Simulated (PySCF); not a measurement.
Bonds broken one at a time in the series In CH3-H. All species are isolated molecules in the gas phase. Strings in code marks are SMILES.

Method: TPSSh-D3(BJ)/def2-TZVP // B3LYP-D3(BJ)/def2-TZVP in PySCF. 

| species | dipole moment (D) |
|---|---|
| whole molecule (`[In]([CH3])([CH3])[CH3]`) | 0.01 |
| radical fragment (`[CH3]`) | ___ |
| radical fragment (`[CH3][In][CH3]`) | 0.09 |
| whole molecule (`[CH3][InH][CH3]`) | 0.59 |
| radical fragment (`[CH3][InH]`) | ___ |
| whole molecule (`[InH2][CH3]`) | 0.70 |
| radical fragment (`[InH2]`) | 0.52 |
| whole molecule (`[InH3]`) | 0.00 |

Task: What belongs in the gaps?

Result: 
- radical fragment (`[CH3]`), dipole moment (D): 0.00
- radical fragment (`[CH3][InH]`), dipole moment (D): 0.73
